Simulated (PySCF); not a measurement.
Compound: 1-buten-3-yne, C4H4.
Bonds: C1–C2 (triple), C2–C3, C3–C4 (double). Hydrogens: H5 on C1; H6 on C3; H7, H8 on C4.

Linear response at PBE0/aug-cc-pVTZ (PySCF, frozen core in the response, non-relativistic). Isolated species at its PBE0-D3(BJ)/def2-TZVP geometry, gas phase.

Static isotropic polarisability: 51.21 au (7.59 Å³), principal values 33.5, 41.2, 78.9 au.

(1) What is the polarisability at 1064 nm and at the sodium D line?

(2) What is the isotropic C6 coefficient between two such molecules, C6 = (3/π)∫α(iω)² dω?

(3) Which effective excitation energy ω̄ makes London's formula C6 = (3/4)α²ω̄ exact here?

(4) What three-body coefficient follows from the one-pole estimate C9 = (3/4)·α·C6?

(5) How many electrons N does the Slater–Kirkwood formula C6 = (3/4)·√N·α^(3/2) need to give this C6?

(6) The lowest 10 singlets have (eV, f): 5.30, 0.000; 5.57, 0.266; 6.01, 0.002; 6.49, 0.001; 6.79, 0.027; 6.92, 0.001; 7.16, 0.132; 7.35, 0.001; 7.41, 0.160; 7.58, 0.002. What share of the static polarisability do they carry in the sum over states α = Σ f/ω²?

## Answers

(1) 51.95 au at 1064 nm (+1.5 %), 53.81 au at 589.3 nm (+5.1 %). The rise at 589.3 nm is 3.48 times that at 1064 nm; a pure ω² law gives 3.26. The lowest singlet lies at 234 nm, shorter than both wavelengths.

(2) 897 au (Eh·bohr⁶) by a ten-point quadrature over imaginary frequencies, which is 536 eV·Å⁶ or 51.7 J·nm⁶/mol.

(3) ω̄ = 4·C6/(3α²) = 0.456 Eh = 12.4 eV. A one-pole form α(ω) = α/(1 − ω²/ω̄²) fitted to the 1064 nm value gives 9.7 eV.

(4) 34500 au. This is an estimate from the two numbers above, not a computed integral.

(5) N = (4·C6/3)²/α³ = 10.7; the species has 28 electrons in all.

(6) 10.96 au, 21.4 % of α; the largest term, 6.35 au, is that of the state at 5.57 eV. Their oscillator strengths add up to 0.59. Higher states carry the rest.
